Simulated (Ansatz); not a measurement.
in.yaml

```yaml
crystal:
  periodic: [false, false, false]
  atoms:
    - {symbol: Al, position_ang: [0.000000, -0.148747, 1.311961]}
    - {symbol: Al, position_ang: [0.000000, 0.158261, -1.304817]}
    - {symbol: H, position_ang: [0.000000, 0.884442, 2.087709]}
    - {symbol: H, position_ang: [0.000000, -1.139141, -2.278944]}
basis:
  gaussian: {orbitals: 6-31G}
magnetization: {spin_polarized: false}
correlation: {method: ccsdtq, electrons: outside_noble_gas}
```

```sh
$ ansatz run in.yaml --threads 1 --pin off --events-out ev --progress --plain --max-ram 2393MiB
```

The program prints:

```
610 factors; integrals over basis functions are off by at most 1.9e-7 eV
mean field evaluation 1: about -13192.1264 eV, gradient 7.2e0 eV
mean field evaluation 2: about -13192.1299 eV, gradient 7.2e0 eV
mean field evaluation 4: about -13192.5615 eV, gradient 4.0e-1 eV
mean field evaluation 8: about -13192.5635 eV, gradient 3.0e-4 eV
mean field evaluation 16: about -13192.5635 eV, gradient 1.9e-6 eV
mean field evaluation 32: about -13189.6134 eV, gradient 9.3e-2 eV
mean field -13192.56349953 eV, -484.8177663672 hartree, gradient 1.9e-6 eV, S^2 0.000000; 1 other end points of the search recorded, 0 dependent functions left out; unrestricted orbitals would lower it
determinant -13192.56349953 eV, -484.8177663672 hartree, with singles and doubles -13195.20388324 eV, -484.9147986788 hartree
determinant -13189.61366796 eV, -484.7093620563 hartree, with singles and doubles -13192.66450720 eV, -484.8214783304 hartree
10 core orbitals not correlated: weight in the atoms' cores, before any rotation towards them, 1.000 or more for the frozen orbitals, at most 0.000 for the correlated occupied ones
reference -13192.56349953 eV, -484.8177663672 hartree; 4, 4 occupied and 16, 16 virtual orbitals, 610 factors
second order -1.80482199 eV of doubles, -0.00000000 eV of singles
cycle   1  -2.29034115 eV  change   -4.9e-1 eV  update   9.6e-2
cycle   2  -2.69363000 eV  change   -4.0e-1 eV  update   5.5e-2
cycle   3  -2.72855785 eV  change   -3.5e-2 eV  update   2.1e-2
cycle   4  -2.74154349 eV  change   -1.3e-2 eV  update   1.1e-2
cycle   5  -2.74757888 eV  change   -6.0e-3 eV  update   4.3e-3
cycle   6  -2.74522978 eV  change    2.3e-3 eV  update   1.9e-3
cycle   7  -2.74416849 eV  change    1.1e-3 eV  update   8.1e-4
cycle   8  -2.74448030 eV  change   -3.1e-4 eV  update   4.5e-4
cycle   9  -2.74480112 eV  change   -3.2e-4 eV  update   2.6e-4
cycle  10  -2.74455865 eV  change    2.4e-4 eV  update   1.6e-4
cycle  11  -2.74462341 eV  change   -6.5e-5 eV  update   1.0e-4
cycle  12  -2.74461115 eV  change    1.2e-5 eV  update   5.4e-5
cycle  13  -2.74464658 eV  change   -3.5e-5 eV  update   2.8e-5
cycle  14  -2.74465191 eV  change   -5.3e-6 eV  update   1.2e-5
cycle  15  -2.74464474 eV  change    7.2e-6 eV  update   6.4e-6
cycle  16  -2.74464126 eV  change    3.5e-6 eV  update   2.7e-6
cycle  17  -2.74464071 eV  change    5.5e-7 eV  update   1.4e-6
cycle  18  -2.74464062 eV  change    8.6e-8 eV  update   8.4e-7
Total energy: -13195.30814015 eV, -484.9186300496 hartree
```

For the same geometry and basis full CI lies 0.3 meV lower.

Ran on 1 thread of Arm Neoverse V1, shared host: 8 s wall, 0.14 GiB peak host memory.
